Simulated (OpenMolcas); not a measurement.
# A workflow on S2F2 (Difluorodisulfane)

Aim: the energy (UHF/STO-3G), then the energy (CASSCF(2,2)/STO-3G), then the energy (CASPT2(2,2)/STO-3G), then a single-point energy (SC-NEVPT2(2,2)/STO-3G), then the energy (MRCI(2,2)/STO-3G) of S2F2 (Difluorodisulfane). 

Program for the calculation: OpenMolcas 26.06.

4 further runs of the same task are left out: 4 that didn't finish.

### Step 1. The system as given

S2F2: 4 atoms, total charge 0, spin state singlet. As SMILES, `FSSF`. The S3–F4 distance was set to 3.263 Å, away from the relaxed value. At this shape a bond of the SMILES string is far longer than usual.

Bond lengths: F1–S2 1.631 Å, S2–S3 1.890 Å. Angles: F1–S2–S3 108.6°.

### Step 2. A single-point energy at UHF/STO-3G (run 1)

struct.xyz

```xyz
4

F     -1.945171    -0.188500    -2.244999
S     -0.629091     0.775580    -2.255779
S      0.883569    -0.264960    -1.808129
F      1.206410    -0.287820     1.438680
```

step1.inp

```
&GATEWAY
  BASLIB
  $CurrDir
  COORD
  struct.xyz
  BASIS
  STO-3G
  GROUP
  NoSym

&SEWARD

&SCF
  UHF
  SCRAMBLE
  0.25
  PRORBITALS
  1 1
```

The basis set STO-3G is read from a file made from the Basis Set Exchange's data (not shown).

On the command line:

```
$ export MOLCAS_MEM=1860
$ pymolcas step1.inp > step1.log
```

The log of the run:

```text
--- Start Module: gateway ---
[...]
--- Stop Module: gateway /rc=_RC_ALL_IS_WELL_ ---
--- Start Module: seward ---
[...]
      Basis functions           28
--- Stop Module: seward /rc=_RC_ALL_IS_WELL_ ---
--- Start Module: scf ---
[...]
       Convergence after  36 Iterations
[...]
::    Total SCF energy                               -982.3109156283
[...]
      Total spin, S                                     0.6191210207
[...]
      Total electronic charge=   50.000000
      Total            charge=   -0.000000
[...]
      Dipole Moment (debye):
      Origin of the operator (angstrom)=   -0.0579    0.0714   -1.4248
                   X=  4.5274E-01               Y=  1.5363E-01               Z=  3.7334E-02           Total=  4.7955E-01
      Quadrupole Moment (debye*angstrom):
[...]
--- Stop Module: scf /rc=_RC_ALL_IS_WELL_ ---
[...]
```

Run time: 2.1 s. Hardware: 1 thread of Arm Neoverse V2, shared host; peak memory 0.37 GiB.

### Step 3. The energy at CASSCF(2,2)/STO-3G (run 2)

struct.xyz is that of step 2.

step2.inp

```
>>> EXPORT MOLCAS_PRINT=2
&GATEWAY
BasLib=$CurrDir
Coord=struct.xyz
Basis=STO-3G
Group=NoSym
&SEWARD
&RASSCF
FileOrb=$CurrDir/step1.UnaOrb
Spin=1
Nactel=2 0 0
Inactive=24
Ras2=2
OrbListing=Nothing
```

The basis set STO-3G is read from a file made from the Basis Set Exchange's data (not shown).

On the command line:

```
$ export MOLCAS_MEM=1860
$ pymolcas step2.inp > step2.log
```

The log of the run:

```text
--- Start Module: gateway ---
[...]
--- Stop Module: gateway /rc=_RC_ALL_IS_WELL_ ---
--- Start Module: seward ---
[...]
      Basis functions           28
--- Stop Module: seward /rc=_RC_ALL_IS_WELL_ ---
--- Start Module: rasscf ---
[...]
      Number of active orbitals                  2
[...]
      Spin quantum number                      0.0
[...]
      Active orbitals                            2
[...]
      Number of CSFs                             3
[...]
      Number of root(s) required                 1
[...]
      Convergence after 22 iterations
[...]
      printout of CI-coefficients larger than  0.05 for root  1
      energy=    -982.310446
      conf/sym  11     Coeff  Weight
             1  20  -0.72349 0.52344
             3  02   0.69033 0.47656
      Natural orbitals and occupation numbers for root  1
      sym 1:   1.046883   0.953117
      ************************************************************************************************************************
      *                                                    Final results                                                     *
[...]
::    RASSCF root number  1 Total energy:   -982.31044554
[...]
      Total electronic charge=   50.000000
      Total            charge=   -0.000000
[...]
      Dipole Moment (debye):
      Origin of the operator (angstrom)=   -0.0579    0.0714   -1.4248
                   X=  4.4432E-01               Y=  1.5686E-01               Z=  2.8526E-02           Total=  4.7205E-01
      Quadrupole Moment (debye*angstrom):
[...]
--- Stop Module: rasscf /rc=_RC_ALL_IS_WELL_ ---
[...]
```

It took 1.8 s on 1 thread of Arm Neoverse V2, shared host; peak memory 0.37 GiB.

### Step 4. A single-point energy at CASPT2(2,2)/STO-3G (run 3)

struct.xyz is that of step 3.

step3.input

```
* F2S2 CASPT2
>>> EXPORT MOLCAS_PRINT=2

&GATEWAY
  BasLib=$CurrDir
  Coord=struct.xyz
  Basis=STO-3G
  Group=NoSym

&SEWARD

&RASSCF
  FileOrb=$CurrDir/step2.RasOrb
  Spin=1
  Nactel=2 0 0
  Inactive=24
  Ras2=2
  OrbListing=Nothing

&CASPT2
  Imaginary=0.1
  Frozen=12
```

The basis set STO-3G is read from a file made from the Basis Set Exchange's data (not shown).

On the command line:

```
$ export MOLCAS_MEM=1860
$ pymolcas step3.input > step3.log
```

The log of the run:

```text
--- Start Module: gateway ---
[...]
--- Stop Module: gateway /rc=_RC_ALL_IS_WELL_ ---
[...]
      Basis functions           28
[...]
--- Start Module: rasscf ---
[...]
      Number of active orbitals                  2
[...]
      Spin quantum number                      0.0
[...]
      Active orbitals                            2
[...]
      Number of CSFs                             3
[...]
      Number of root(s) required                 1
[...]
      Convergence after  4 iterations
[...]
      printout of CI-coefficients larger than  0.05 for root  1
      energy=    -982.310446
      conf/sym  11     Coeff  Weight
             1  20  -0.72349 0.52344
             3  02   0.69033 0.47656
      Natural orbitals and occupation numbers for root  1
      sym 1:   1.046882   0.953118
      ************************************************************************************************************************
      *                                                    Final results                                                     *
[...]
::    RASSCF root number  1 Total energy:   -982.31044555
[...]
      Total electronic charge=   50.000000
      Total            charge=   -0.000000
[...]
      Dipole Moment (debye):
      Origin of the operator (angstrom)=   -0.0579    0.0714   -1.4248
                   X=  4.4436E-01               Y=  1.5683E-01               Z=  2.8545E-02           Total=  4.7209E-01
      Quadrupole Moment (debye*angstrom):
[...]
--- Stop Module: rasscf /rc=_RC_ALL_IS_WELL_ ---
--- Start Module: caspt2 ---
[...]
      E2 (Variational):          -0.0543580057
      Total energy:            -982.3648035523
[...]
      Reference weight:           0.96856
[...]
::    CASPT2 Root  1     Total energy:   -982.36480355
[...]
--- Stop Module: caspt2 /rc=_RC_ALL_IS_WELL_ ---
[...]
```

Wall time 1.6 s (1 thread of Arm Neoverse V2, shared host); peak memory 0.37 GiB.

### Step 5. The energy at SC-NEVPT2(2,2)/STO-3G (run 4)

struct.xyz is that of step 4.

step4.inp

```
* F2S2 NEVPT2

&GATEWAY
 BasLib=$CurrDir
 Coord=struct.xyz
 Basis=STO-3G
 Group=NoSym

&SEWARD

&RASSCF
 FileOrb=$CurrDir/step2.RasOrb
 Spin=1
 Nactel=2 0 0
 Inactive=24
 Ras2=2
 OrbListing=Nothing

&CASPT2
 SC-NEVPT2
 Frozen=12
```

The basis set STO-3G is read from a file made from the Basis Set Exchange's data (not shown).

On the command line:

```
$ export MOLCAS_MEM=1860
$ pymolcas step4.inp > step4.log
```

The log of the run:

```text
--- Start Module: gateway ---
[...]
--- Stop Module: gateway /rc=_RC_ALL_IS_WELL_ ---
[...]
      Basis functions           28
[...]
--- Start Module: rasscf ---
[...]
      Number of active orbitals                  2
[...]
      Spin quantum number                      0.0
[...]
      Active orbitals                            2
[...]
      Number of CSFs                             3
[...]
      Number of root(s) required                 1
[...]
      Convergence after  4 iterations
[...]
      printout of CI-coefficients larger than  0.05 for root  1
      energy=    -982.310446
      conf/sym  11     Coeff  Weight
             1  20  -0.72349 0.52344
             3  02   0.69033 0.47656
      Natural orbitals and occupation numbers for root  1
      sym 1:   1.046882   0.953118
      ************************************************************************************************************************
      *                                                    Final results                                                     *
[...]
::    RASSCF root number  1 Total energy:   -982.31044555
[...]
      Total electronic charge=   50.000000
      Total            charge=   -0.000000
[...]
      Dipole Moment (debye):
      Origin of the operator (angstrom)=   -0.0579    0.0714   -1.4248
                   X=  4.4436E-01               Y=  1.5683E-01               Z=  2.8545E-02           Total=  4.7209E-01
      Quadrupole Moment (debye*angstrom):
[...]
--- Stop Module: rasscf /rc=_RC_ALL_IS_WELL_ ---
--- Start Module: caspt2 ---
[...]
      E2 (Variational):          -0.0535570585
[...]
      E2 (Variational):          -0.0535550990
      Total energy:            -982.3640006456
[...]
      Reference weight:           0.96944
[...]
::    SC-NEVPT2 Root  1     Total energy:   -982.36400065
[...]
--- Stop Module: caspt2 /rc=_RC_ALL_IS_WELL_ ---
[...]
```

Run time: 1.6 s. Hardware: 1 thread of Arm Neoverse V2, shared host; peak memory 0.37 GiB.

### Step 6. A single-point energy at MRCI(2,2)/STO-3G (run 5)

struct.xyz is that of step 5.

step5.input

```
&gateway
baslib
$CurrDir
coord
struct.xyz
basis
STO-3G
group
NoSym
&seward
&rasscf
fileorb
$CurrDir/step2.RasOrb
spin
1
nactel
2 0 0
inactive
24
ras2
2
orblisting
Nothing
&motra
lumorb
frozen
12
&guga
electrons
26
spin
1
inactive
12
active
2
ciall
1
&mrci
sdci
```

The basis set STO-3G is read from a file made from the Basis Set Exchange's data (not shown).

On the command line:

```
$ export MOLCAS_MEM=1860
$ pymolcas step5.input > step5.log
```

The log of the run:

```text
--- Start Module: gateway ---
[...]
--- Stop Module: gateway /rc=_RC_ALL_IS_WELL_ ---
[...]
      Basis functions           28
[...]
      Number of active orbitals                  2
[...]
      Spin quantum number                      0.0
[...]
      Active orbitals                            2
[...]
      Number of CSFs                             3
[...]
      Number of root(s) required                 1
[...]
      Convergence after  4 iterations
[...]
      printout of CI-coefficients larger than  0.05 for root  1
      energy=    -982.310446
      conf/sym  11     Coeff  Weight
             1  20  -0.72349 0.52344
             3  02   0.69033 0.47656
      Natural orbitals and occupation numbers for root  1
      sym 1:   1.046882   0.953118
      ************************************************************************************************************************
      *                                                    Final results                                                     *
[...]
::    RASSCF root number  1 Total energy:   -982.31044555
[...]
      Dipole Moment (debye):
      Origin of the operator (angstrom)=   -0.0579    0.0714   -1.4248
                   X=  4.4436E-01               Y=  1.5683E-01               Z=  2.8545E-02           Total=  4.7209E-01
      Quadrupole Moment (debye*angstrom):
[...]
--- Start Module: guga ---
[...]
--- Stop Module: guga /rc=_RC_ALL_IS_WELL_ ---
[...]
       (But an ACPF correction will be computed)
       USE THE DEFAULT ACPF G-VALUE GFAC=   7.6923076923076927E-002
[...]
                      CI ENERGY:  -982.38481838
[...]
                ACPF CORRECTION:    -0.00585338
[...]
      Total electronic charge=   50.000000
      Total            charge=   -0.000000
[...]
     ACPF CORRECTION:     -0.00585338
[...]
  CI State   1     Total energy:   -982.38481838     QDav:     -0.00638302     QACPF:     -0.00585338
[...]
```

Wall time 2 s (1 thread of Arm Neoverse V2, shared host); peak memory 0.37 GiB.

### Step 7. Outcome

| quantity | value |
| --- | --- |
| run 1, UHF/STO-3G: total energy | -982.31092 Eh |
| run 1, UHF/STO-3G: dipole moment | 0.48 D |
| run 1, UHF/STO-3G: HOMO energy | -6.72 eV |
| run 1, UHF/STO-3G: LUMO energy | 5.36 eV |
| run 1, UHF/STO-3G: HOMO–LUMO gap | 12.08 eV |
| run 1, UHF/STO-3G: ⟨S²⟩ | 1.002 |
| run 2, CASSCF(2,2)/STO-3G: total energy | -982.31045 Eh |
| run 2, CASSCF(2,2)/STO-3G: dipole moment (CASSCF density) | 0.47 D |
| run 3, CASPT2(2,2)/STO-3G: total energy | -982.36480 Eh |
| run 3, CASPT2(2,2)/STO-3G: dipole moment (CASSCF density) | 0.47 D |
| run 4, SC-NEVPT2(2,2)/STO-3G: total energy | -982.36400 Eh |
| run 4, SC-NEVPT2(2,2)/STO-3G: dipole moment (CASSCF density) | 0.47 D |
| run 5, MRCI(2,2)/STO-3G: total energy | -982.38482 Eh |
| run 5, MRCI(2,2)/STO-3G: dipole moment (CASSCF density) | 0.47 D |

What this shows: ⟨S²⟩ (run 1, UHF/STO-3G) is 1.00 where a pure singlet has 0.00: the reference is spin-contaminated. Mulliken charges (run 3, CASPT2(2,2)/STO-3G) of the CASSCF density run from -0.20 on F1 to +0.20 on S2; they depend strongly on the basis. Mulliken charges (run 5, MRCI(2,2)/STO-3G) of the CASSCF density run from -0.20 on F1 to +0.20 on S2; they depend strongly on the basis.
